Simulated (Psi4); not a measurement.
# M06-2X/cc-pVTZ run of [BCl2]+ (SMILES Cl[B+]Cl)

What is the vertical singlet–triplet gap of [BCl2]+ at M06-2X/cc-pVTZ? 

The calculation is run with Psi4 1.11.

1 further run of the same task is left out (set aside as unsound or not needed).

## (1) The structure to begin with

[BCl2]+ has 3 atoms, charge +1, and is taken as a singlet. SMILES: `Cl[B+]Cl`. Geometry: relaxed at PBE0-D4/def2-TZVP.

Bond lengths: Cl1–B2 1.610 Å, B2–Cl3 1.610 Å. Angles: Cl1–B2–Cl3 180.0°.

## (2) Energy and gradient at M06-2X/cc-pVTZ

job.json

```json
{
 "schema_name": "qcschema_input",
 "schema_version": 1,
 "molecule": {
  "schema_name": "qcschema_molecule",
  "schema_version": 2,
  "symbols": ["Cl", "B", "Cl"],
  "geometry": [-2.39602155, 1.48472002, -1.14385122, 1.89e-05, 3.779e-05, 0.0, 2.39600265, -1.48475782, 1.14383233],
  "molecular_charge": 1,
  "molecular_multiplicity": 1,
  "fix_symmetry": "c1"
 },
 "driver": "gradient",
 "model": {
  "method": "m06-2x",
  "basis": "cc-pVTZ"
 },
 "keywords": {
  "reference": "rks",
  "puream": true,
  "e_convergence": 1e-09,
  "d_convergence": 1e-08,
  "scf_type": "pk",
  "dft_radial_points": 99,
  "dft_spherical_points": 590,
  "scf_properties": ["QUADRUPOLE", "WIBERG_LOWDIN_INDICES", "MAYER_INDICES"]
 }
}
```

Started as:

```
$ psi4 --qcschema job.json -n 1 --memory 2200MB
```

stdout:

```text
[...]
  Running in c1 symmetry.
[...]
  Nuclear repulsion =  103.386300939243597
[...]
  Multiplicity = 1
[...]
  Nalpha       = 19
  Nbeta        = 19
[...]
    Number of basis functions: 98
[...]
   @RKS iter   1:  -944.97937938084635    3.20143e-01   1.79266e-03 ADIIS/DIIS
[...]
   @RKS iter   9:  -944.98901750324558   -3.18323e-12   1.60365e-09 DIIS
[...]
    Orbital Energies [Eh]
    ---------------------
    Doubly Occupied:
       1A   -102.984385     2A   -102.984380     3A    -10.122206
       4A    -10.122191     5A     -7.842690     6A     -7.842684
       7A     -7.839347     8A     -7.839347     9A     -7.839346
      10A     -7.839346    11A     -7.467806    12A     -1.257413
      13A     -1.240352    14A     -0.847598    15A     -0.796702
      16A     -0.731718    17A     -0.731718    18A     -0.673721
      19A     -0.673721
[...]
  @RKS Final Energy:  -944.98901750324558
   => Energetics <=
    Nuclear Repulsion Energy =            103.3863009392435970
    One-Electron Energy =               -1498.3189256193229539
    Two-Electron Energy =                 478.4766278223237350
    DFT Exchange-Correlation Energy =     -28.5330206454900690
    Empirical Dispersion Energy =           0.0000000000000000
    VV10 Nonlocal Energy =                  0.0000000000000000
    Total Energy =                       -944.9890175032455772
[...]
 Multipole Moments:
 ------------------------------------------------------------------------------------
     Multipole            Electronic (a.u.)      Nuclear  (a.u.)        Total (a.u.)
 ------------------------------------------------------------------------------------
 L = 1.  Multiply by 2.5417464519 to convert [e a0] to [Debye]
 Dipole X            :          0.0000450           -0.0000192            0.0000258
 Dipole Y            :          0.0000078           -0.0000033            0.0000045
 Dipole Z            :         -0.0000051            0.0000005           -0.0000046
 Magnitude           :                                                    0.0000266
 L = 2.  Multiply by 1.3450342976 to convert [e a0^2] to [Debye ang]
 Quadrupole XX       :        -19.7529897            0.0000002          -19.7529895
 Quadrupole XY       :         -0.0000000            0.0000000            0.0000000
[...]
  -Total Gradient:
     Atom            X                  Y                   Z
    ------   -----------------  -----------------  -----------------
       1       -0.000001200214    -0.000000207602     0.000885786353
       2        0.000002376181     0.000000411010    -0.000001394254
       3       -0.000001163512    -0.000000201253    -0.000884392066
[...]
```

The result, in JSON:

```text
{
 "driver": "gradient",
 "model": {
  "method": "m06-2x",
  "basis": "cc-pVTZ"
 },
 "success": true,
 "return_result": [-1.2002144146014827e-06, -2.0760198502685593e-07, 0.0008857863527868548, 2.3761810399032587e-06, 4.110097126789556e-07, -1.3942543545883778e-06, -1.1635119261901329e-06, -2.012534805922953e-07, -0.0008843920663388904],
 "properties": {
  "calcinfo_nbasis": 98,
  "calcinfo_nmo": 98,
  "calcinfo_nalpha": 19,
  "calcinfo_nbeta": 19,
  "calcinfo_natom": 3,
  "nuclear_repulsion_energy": 103.3863009392436,
  "return_energy": -944.9890175032456,
  "return_gradient": [-1.2002144146014827e-06, -2.0760198502685593e-07, 0.0008857863527868548, 2.3761810399032587e-06, 4.110097126789556e-07, -1.3942543545883778e-06, -1.1635119261901329e-06, -2.012534805922953e-07, -0.0008843920663388904],
  "scf_one_electron_energy": -1498.318925619323,
  "scf_two_electron_energy": 478.47662782232374,
  "scf_xc_energy": -28.53302064549007,
  "scf_dipole_moment": [2.5831904600094556e-05, 4.468160465588835e-06, -4.555131023337485e-06],
  "scf_total_energy": -944.9890175032456,
  "scf_total_gradient": [-1.2002144146014827e-06, -2.0760198502685593e-07, 0.0008857863527868548, 2.3761810399032587e-06, 4.110097126789556e-07, -1.3942543545883778e-06, -1.1635119261901329e-06, -2.012534805922953e-07, -0.0008843920663388904],
  "scf_iterations": 9
 }
}
```

Run time: 38 s. Hardware: 1 thread of Intel Xeon 6975P-C (Granite Rapids), shared host; peak memory 1.1 GiB.

## (3) The triplet at the same level

bcl2.inp

```
memory 2200 MB

molecule molecule1 {
  1 3
  Cl    -2.39602155     1.48472002    -1.14385122
  B      0.00001890     0.00003779     0.00000000
  Cl     2.39600265    -1.48475782     1.14383233
  units au
  symmetry c1
  no_reorient
  no_com
}

set basis cc-pVTZ
set reference uks
set puream true
set e_convergence 1e-09
set d_convergence 1e-08
set scf_type pk
set dft_radial_points 99
set dft_spherical_points 590
set maxiter 100

result, w = gradient("m06-2x", return_wfn=True)
oeprop(w, "LOWDIN_CHARGES", "MAYER_INDICES", "DIPOLE")
```

Started as:

```
$ psi4 -i bcl2.inp -o bcl2.out -n 1
```

bcl2.out:

```text
[...]
  Running in c1 symmetry.
[...]
  Nuclear repulsion =  103.386300939243597
[...]
  Multiplicity = 3
[...]
  Nalpha       = 20
  Nbeta        = 18
[...]
    Number of basis functions: 98
[...]
   @UKS iter   1:  -944.71915996799885    5.80362e-01   2.12527e-03 DIIS/ADIIS
[...]
   @UKS iter  14:  -944.74263666892637   -1.60867e-10   9.15263e-09 DIIS
[...]
   @S^2 Observed:                2.006006784E+00
[...]
    Orbital Energies [Eh]
    ---------------------
    Alpha Occupied:
       1A   -103.019677     2A   -103.019673     3A    -10.152269
       4A    -10.152257     5A     -7.880474     6A     -7.880473
       7A     -7.870770     8A     -7.870765     9A     -7.868099
      10A     -7.868097    11A     -7.371345    12A     -1.278725
      13A     -1.264982    14A     -0.859338    15A     -0.807548
      16A     -0.770648    17A     -0.741599    18A     -0.727571
      19A     -0.695587    20A     -0.427585
    Alpha Virtual:
      21A     -0.253957    22A     -0.190708    23A     -0.058005
      24A     -0.036786    25A     -0.014404    26A      0.003862
[...]
  @UKS Final Energy:  -944.74263666892637
   => Energetics <=
    Nuclear Repulsion Energy =            103.3863009392435970
    One-Electron Energy =               -1497.6196195849890955
    Two-Electron Energy =                 478.0132572230115784
    DFT Exchange-Correlation Energy =     -28.5225752461924458
    Empirical Dispersion Energy =           0.0000000000000000
    VV10 Nonlocal Energy =                  0.0000000000000000
    Total Energy =                       -944.7426366689262522
[...]
  -Total Gradient:
     Atom            X                  Y                   Z
    ------   -----------------  -----------------  -----------------
       1        0.044437221449    -0.027530395700     0.021213731887
       2       -0.000005679421    -0.000008554741    -0.000002052332
       3       -0.044431524854     0.027538978247    -0.021211673430
[...]
 Multipole Moments:
 ------------------------------------------------------------------------------------
     Multipole            Electronic (a.u.)      Nuclear  (a.u.)        Total (a.u.)
 ------------------------------------------------------------------------------------
 L = 1.  Multiply by 2.5417464519 to convert [e a0] to [Debye]
 Dipole X            :          0.0002098           -0.0002268           -0.0000170
 Dipole Y            :          0.0004065           -0.0004537           -0.0000471
 Dipole Z            :          0.0003099           -0.0003211           -0.0000113
 Magnitude           :                                                    0.0000514
[...]
```

Wall time 44 s (1 thread of Intel Xeon 6975P-C (Granite Rapids), shared host); peak memory 1.1 GiB.

## (4) Results

Level: M06-2X/cc-pVTZ.

| quantity | value |
| --- | --- |
| singlet: total energy | -944.98902 Eh |
| singlet: HOMO energy | -18.33 eV |
| singlet: LUMO energy | -7.29 eV |
| singlet: HOMO–LUMO gap | 11.04 eV |
| singlet: largest force on an atom | 0.046 eV/Å |
| triplet: total energy | -944.74264 Eh |
| triplet: HOMO energy (highest over α and β) | -11.64 eV |
| triplet: ⟨S²⟩ | 2.006 |
| triplet: largest force on an atom | 2.901 eV/Å |
| vertical energy of the triplet above the singlet | 6.704 eV |

In words: At this shape the triplet lies 6.70 eV (647 kJ/mol) above the singlet.
